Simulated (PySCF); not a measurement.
**LiO at UHF-SCS-MP2**

Level: UHF-SCS-MP2. Li aug-cc-pVDZ, O aug-cc-pVDZ; no relativity (PySCF 2.14).

For LiO, the state is ²Π (doublet), unpaired electrons π ↑ and the bond length is 1.688 Å. The harmonic wavenumber is 857 cm⁻¹ and the force constant is 2.11 mdyn/Å. The rotational constant Be is 1.213 cm⁻¹, the anharmonicity ωexe is 11.6 cm⁻¹ and the vibration–rotation constant αe is 0.0206 cm⁻¹. The well depth De to Li + O is 3.47 eV and the dissociation energy D0 is 3.41 eV.

Correlated steps freeze 1 core orbital. Correlated levels converge slowly with the basis: in double zeta they bind strong bonds too weakly, by up to about 1 eV, and carry superposition errors of some tenths. The state is the lowest determinant that a PBE0 search found; another state may lie lower at other levels.
